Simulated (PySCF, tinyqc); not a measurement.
Worked calculation: RHF in the sto-3g basis, for HF, spin multiplicity 1. The lowest restricted solution is unstable here: a spin-polarised one lies 0.0350 hartree lower (PySCF). One step of it, computed by the program tinyqc.

Problem. Iteration 4: building the Fock matrix. J_ij = sum D_kl (ij|kl), K_ij = sum D_kl (ik|jl); F = H + J - 0.5 K; E = tr D H + tr D J / 2 - 0.25 tr D K + E_nn.

D after iteration 3:
```
            1F 1s      1F 2s    1F 2px    1F 2py     1F 2pz      2H 1s
1F 1s    2.120485  -0.506845  0.000000  0.000000   0.000124   0.006711
1F 2s   -0.506845   2.132822  0.000000  0.000000  -0.002354  -0.033634
1F 2px   0.000000   0.000000  2.000000  0.000000   0.000000   0.000000
1F 2py   0.000000   0.000000  0.000000  2.000000   0.000000   0.000000
1F 2pz   0.000124  -0.002354  0.000000  0.000000   1.983347   0.044821
2H 1s    0.006711  -0.033634  0.000000  0.000000   0.044821   0.001542
```

core Hamiltonian H = T + V (hartree):
```
             1F 1s       1F 2s     1F 2px     1F 2py     1F 2pz      2H 1s
1F 1s   -40.397926   -9.478418   0.000000   0.000000  -0.006288  -0.613386
1F 2s    -9.478418  -10.876091   0.000000   0.000000  -0.078601  -1.560977
1F 2px    0.000000    0.000000  -8.561718   0.000000   0.000000   0.000000
1F 2py    0.000000    0.000000   0.000000  -8.561718   0.000000   0.000000
1F 2pz   -0.006288   -0.078601   0.000000   0.000000  -8.597518  -1.162257
2H 1s    -0.613386   -1.560977   0.000000   0.000000  -1.162257  -3.803721
```

Two-electron integrals (ij|kl) in chemists' order, unique and non-zero (hartree):
```
(11|11) 5.403501   (21|11) 0.841920   (21|21) 0.156299   (22|11) 1.268028
(22|21) 0.292344   (22|22) 0.926167   (31|31) 0.027998   (32|31) 0.043169
(32|32) 0.204588   (33|11) 1.264502   (33|21) 0.292403   (33|22) 0.925959
(33|33) 0.997514   (41|41) 0.027998   (42|41) 0.043169   (42|42) 0.204588
(43|43) 0.053770   (44|11) 1.264502   (44|21) 0.292403   (44|22) 0.925959
(44|33) 0.889973   (44|44) 0.997514   (51|51) 0.027998   (52|51) 0.043169
(52|52) 0.204588   (53|53) 0.053770   (54|54) 0.053770   (55|11) 1.264502
(55|21) 0.292403   (55|22) 0.925959   (55|33) 0.889973   (55|44) 0.889973
(55|55) 0.997514   (61|11) 0.054638   (61|21) 0.010066   (61|22) 0.018737
(61|33) 0.018712   (61|44) 0.018712   (61|51) 0.000379   (61|52) 0.000720
(61|55) 0.018789   (61|61) 0.000654   (62|11) 0.159156   (62|21) 0.037276
(62|22) 0.134490   (62|33) 0.132501   (62|44) 0.132501   (62|51) 0.002473
(62|52) 0.020690   (62|55) 0.138332   (62|61) 0.002435   (62|62) 0.025583
(63|31) 0.003645   (63|32) 0.022613   (63|53) 0.004187   (63|63) 0.003571
(64|41) 0.003645   (64|42) 0.022613   (64|54) 0.004187   (64|64) 0.003571
(65|11) 0.117369   (65|21) 0.027817   (65|22) 0.107664   (65|33) 0.103366
(65|44) 0.103366   (65|51) 0.005206   (65|52) 0.037786   (65|55) 0.116138
(65|61) 0.001878   (65|62) 0.025283   (65|65) 0.028445   (66|11) 0.370727
(66|21) 0.088189   (66|22) 0.367863   (66|33) 0.358152   (66|44) 0.358152
(66|51) 0.006016   (66|52) 0.072409   (66|55) 0.387076   (66|61) 0.005771
(66|62) 0.096922   (66|65) 0.112791   (66|66) 0.774606
```

nuclear repulsion = 3.35630366 hartree

Give: Coulomb J; exchange K; Fock matrix F; total energy of this density.

Solution.

Coulomb J (hartree):
```
         1F 1s  1F 2s  1F 2px  1F 2py  1F 2pz  2H 1s
1F 1s   20.876  4.000   0.000   0.000   0.000  0.258
1F 2s    4.000  9.910   0.000   0.000   0.001  1.392
1F 2px   0.000  0.000   9.901   0.000   0.000  0.000
1F 2py   0.000  0.000   0.000   9.901   0.000  0.000
1F 2pz   0.000  0.001   0.000   0.000   9.900  1.095
2H 1s    0.258  1.392   0.000   0.000   1.095  3.686
```

exchange K (hartree):
```
         1F 1s  1F 2s  1F 2px  1F 2py  1F 2pz  2H 1s
1F 1s   11.106  1.945   0.000   0.000   0.000  0.134
1F 2s    1.945  3.228   0.000   0.000   0.001  0.437
1F 2px   0.000  0.000   2.660   0.000   0.000  0.000
1F 2py   0.000  0.000   0.000   2.660   0.000  0.000
1F 2pz   0.000  0.001   0.000   0.000   2.653  0.306
2H 1s    0.134  0.437   0.000   0.000   0.306  0.129
```

Fock matrix F (hartree):
```
          1F 1s   1F 2s  1F 2px  1F 2py  1F 2pz   2H 1s
1F 1s   -25.075  -6.451   0.000   0.000  -0.006  -0.423
1F 2s    -6.451  -2.580   0.000   0.000  -0.078  -0.388
1F 2px    0.000   0.000   0.009   0.000   0.000   0.000
1F 2py    0.000   0.000   0.000   0.009   0.000   0.000
1F 2pz   -0.006  -0.078   0.000   0.000  -0.024  -0.220
2H 1s    -0.423  -0.388   0.000   0.000  -0.220  -0.182
```

total energy of this density = -97.99773 hartree
